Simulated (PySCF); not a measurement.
Input of a run (PBE0-D3(BJ)/def2-SVP geometry optimisation, gas phase (PySCF 2.14.0)), started from GFN2-xTB:
```
{"job": {"xc": "PBE0", "basis": "def2-SVP", "d3": "d3bj", "grid": 1, "kind": "geom"}, "charge": 0, "multiplicity": 1}
P      1.656175     0.032739    -0.525137
P     -0.017923    -0.308544     0.810573
P     -1.583808    -0.169163    -0.683393
H      1.590097     1.419983    -0.387956
H      2.589931    -0.075941     0.502299
H      0.073249    -1.700794     0.711974
H     -1.707046     1.214183    -0.546073
H     -2.591616    -0.403051     0.248627
```

Output (energies in Eh, forces in Eh/bohr):
```
step   0  E = -1026.34252054  max force = 0.028026
step   1  E = -1026.34799048  max force = 0.003580
step   2  E = -1026.34815597  max force = 0.001086
step   3  E = -1026.34816681  max force = 0.000502
step   4  E = -1026.34817094  max force = 0.000187
optimisation converged
```

**Question.** Summarise the run.

**Answer.** The energy falls by 0.154 eV over 5 energy and gradient evaluations, the largest force component goes from 0.0280 to 1.9e-04 Eh/bohr, and the atoms move by 0.059 Å rms after alignment. Among the bonds, P1–P2 and P2–P3 change most and about equally (+0.078 to +0.079 Å). Bonds longer at the end by more than 0.005 Å: 7 of 7; shorter: 0. Among the angles that change most is P1–P2–P3, from 97.1° to 95.0°. The energy never rose by more than 1e-6 Eh on the way. The first step brought 97 % of the lowering.

**Question.** What are the final bond lengths?

**Answer.** P1–P2 2.248 Å, P2–P3 2.246 Å, P1–H4 1.431 Å, P1–H5 1.431 Å, P2–H6 1.432 Å, P3–H7 1.431 Å, P3–H8 1.431 Å. Numbering counts from 1 in the input's order; the species is `PPP` (P3H5).

The run used 79 basis functions and 28 SCF cycles in all.

Stationary, but not proved a minimum. One conformer, not necessarily the lowest.

The values belong to the conformer `[PH2:1][PH:2][PH2:3]`: H–P1–P2–P3 88°, H–P1–P2–P3 180°, H–P3–P2–P1 -88°, H–P3–P2–P1 180°.
